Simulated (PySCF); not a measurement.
# Static response to an electric field

Compound: C₄H₉Cl.
Geometry (PBE0-D3(BJ)/def2-TZVP, Å), atoms numbered from 1 in this order:
```
atom  x, y, z in Å
C1    -0.8755   -1.0390    0.3322
C2     0.2031   -0.0442    0.7127
C3    -0.1441    1.3561    0.2473
C4     1.5639   -0.4783    0.2064
Cl5    0.2884   -0.0061    2.5316
H6    -0.9714   -1.0709   -0.7573
H7    -1.8386   -0.7495    0.7547
H8    -0.6278   -2.0396    0.6871
H9    -1.1051    1.6750    0.6529
H10   -0.2069    1.3701   -0.8446
H11    0.6185    2.0709    0.5594
H12    1.5495   -0.5156   -0.8871
H13    1.8215   -1.4691    0.5820
H14    2.3392    0.2228    0.5174
```

Level: CAM-B3LYP/aug-cc-pVTZ (PySCF), static field, nuclei fixed, core orbitals frozen in the response. The polarisability tensor in these axes (au):

```
x   62.87  0.01  0.41
y    0.01 62.85  0.18
z    0.41  0.18 71.39
```

Task: Give the principal values, the mean and the anisotropy Δα = √{½[(α1 − α2)² + (α2 − α3)² + (α1 − α3)²]}.

Result: Principal values 62.84, 62.85 and 71.41 au; mean 65.70 au = 9.74 Å³ = 10.83 × 10⁻⁴⁰ C²·m²/J; Δα = 8.57 au (13 % of the mean).

Task: What is the dipole moment, and where does it point?

Result: (-0.11, -0.05, -2.29) D, 2.29 D in size, pointing from the negative to the positive side. Measured along this direction, the outermost atoms are Cl5 at the negative end and H10, H6 and H12 at the positive end.

Task: Orientational against electronic polarisability at 273 K (dilute gas, rigid molecules)?

Result: In Gaussian units μ²/3kT = 46.57 Å³ against 9.74 Å³, a ratio of 4.78; the Debye molar polarisation (4π/3)N_A(α + μ²/3kT) is 142.0 cm³/mol, leaving out the vibrational part.

Task: Sum over states: ᾱ = Σ f/ω², ω in Eh. What share falls to these 10 lowest TDDFT singlets (eV, f)? 7.18, 0.0005; 7.18, 0.0005; 7.59, 0.0513; 7.59, 0.0512; 8.34, 0.0008; 8.34, 0.0008; 8.37, 0.0000; 8.39, 0.0026; 8.42, 0.0031; 8.42, 0.0030.

Result: They add up to 1.44 au, 2.2 % of the 65.70 au; the largest single term is 0.66 au, from the state at 7.59 eV. Terms in order: 0.01, 0.01, 0.66, 0.66, 0.01, 0.01, 0.00, 0.03, 0.03, 0.03 au. Higher excitations give the rest. The strengths listed sum to 0.114.

Task: Rayleigh depolarisation ratio (linearly polarised light, static tensor)?

Result: ρ = 3Δα²/(45ᾱ² + 4Δα²) = 220.1/(194262 + 293.5) = 0.00113.

Task: Refractivity n − 1 of an ideal gas of it at 500 K and 1 atm, from the electronic α?

Result: N = p/kT = 1.4678 × 10¹⁹ cm⁻³, so n − 1 = 2π × N × 9.74 × 10⁻²⁴ cm³ = 898 × 10⁻⁶ at long wavelengths.

Task: Find the Langevin capture rate constant for H3O+ (19.018 u) meeting this molecule (92.039 u), k = 2.342 × 10⁻⁹ cm³/s × √(α in Å³ / reduced mass in u).

Result: The reduced mass is 15.76 u, so k = 1.84 × 10⁻⁹ cm³/s. The formula leaves out the permanent dipole, which adds to the capture rate.

Geometry: PBE0-D3(BJ)/def2-TZVP; no solvent, vibrations or thermal averaging.
